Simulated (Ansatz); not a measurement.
**BH4O (doublet): from Hartree-Fock to the top rungs at distance O1–H3 along a hydrogen transfer = 0.892 Å, cc-pVDZ**

Aim: climb from Hartree-Fock through coupled cluster and multireference methods for BH4O (doublet) at one geometry and basis, and see what each rung misses.

Program: Ansatz 0.2.0, Gaussian basis. Level of theory: cc-pVDZ, core rule «outside noble gas», up to 2 orbitals frozen. These are calculated values, not measurements.

Plan: UHF; CCSD(T) on ROHF; CCSD(T) on UHF; BCCD(T) on ROHF; CISD; CCSDT(Q) on ROHF; CCSDT(Q) on UHF; CASSCF and MRCISD+Q, 3 electrons in 3 orbitals; CASSCF and NEVPT2, 3 electrons in 3 orbitals.

6 further runs of the same task are left out: 1 for a mislabelled method, 4 that didn't finish, 1 set aside as unsound or not needed.

### Step 1. The geometry

The geometry derives from fragments relaxed apart (PBE0/def2-TZVP) and kept rigid, so it is no stationary point. A hydrogen atom is moved between rigid fragments.

6 atoms, charge 0, spin multiplicity 2.

Atoms are counted from 1 here; the program's logs count them from 0.

Bond lengths: O1–H2 0.960 Å, O1–H3 0.892 Å, B4–H5 1.191 Å, B4–H6 1.191 Å. Angles: H2–O1–H3 105.1°, H5–B4–H6 129.4°.

### Step 2. UHF

Contents of in.yaml:

```yaml
crystal:
  periodic: [false, false, false]
  atoms:
    - {symbol: O, position_ang: [-1.197553, -0.030281, 0.000000]}
    - {symbol: H, position_ang: [-1.446862, 0.896295, 0.000000]}
    - {symbol: H, position_ang: [-0.305553, -0.030281, 0.000000]}
    - {symbol: B, position_ang: [1.551447, -0.030281, 0.000000]}
    - {symbol: H, position_ang: [2.060520, -0.030281, 1.077008]}
    - {symbol: H, position_ang: [2.060520, -0.030281, -1.077009]}
basis:
  gaussian: {orbitals: cc-pVDZ}
magnetization: {spin_polarized: true, initial_magnetization: 1}
hamiltonian: {xc: hf}
output: {orbitals: {seedname: orbitals}}
```

Launch:

```bash
ansatz run in.yaml --threads 1 --pin off --events-out ev --progress --plain --max-ram 2393MiB
```

Further steps of the session: CCSD(T) on ROHF; CCSD(T) on UHF; BCCD(T) on ROHF; CISD; CCSDT(Q) on ROHF; CCSDT(Q) on UHF; CASSCF and MRCISD+Q, 3 electrons in 3 orbitals; CASSCF and NEVPT2, 3 electrons in 3 orbitals.

Q: Predict the results of all the runs planned. Wanted: UCCSDT(Q) below the RHF energy; RMP2 from UCCSDT(Q); UMP2 from UCCSDT(Q); RCCSD from UCCSDT(Q); RCCSD(T) from UCCSDT(Q); UCCSD(T) from UCCSDT(Q); RCCSDT(Q) from UCCSDT(Q); NEVPT2 pair from UCCSDT(Q); MRCISD+Q pair from UCCSDT(Q).

The runs gave:

| quantity | value |
| --- | --- |
| UCCSDT(Q) below the RHF energy | -8.3948 eV |
| RMP2 from UCCSDT(Q) | +91.6 kJ/mol |
| UMP2 from UCCSDT(Q) | +91.3 kJ/mol |
| RCCSD from UCCSDT(Q) | +15.4 kJ/mol |
| RCCSD(T) from UCCSDT(Q) | +2.8 kJ/mol |
| UCCSD(T) from UCCSDT(Q) | +2.8 kJ/mol |
| RCCSDT(Q) from UCCSDT(Q) | 0.0 kJ/mol |
| NEVPT2 pair from UCCSDT(Q) | +91.6 kJ/mol |
| MRCISD+Q pair from UCCSDT(Q) | +7.0 kJ/mol |
| levels within 1 kcal/mol (43 meV) | RCCSD(T), UCCSD(T), BCCD(T), RCCSDT, UCCSDT, RCCSDT(Q) |
| T1 diagnostic | 0.013 |

What this shows: RCCSD(T) misses by +2.8 kJ/mol, 0.4 % of the correlation energy. Of the multireference levels listed MRCISD+Q pair comes nearest in total energy (+7.0 kJ/mol), which doesn't show that its space is the better one. These misses are within one basis, not against nature; the frozen cores of restricted and unrestricted runs differ, which can shift their rows.
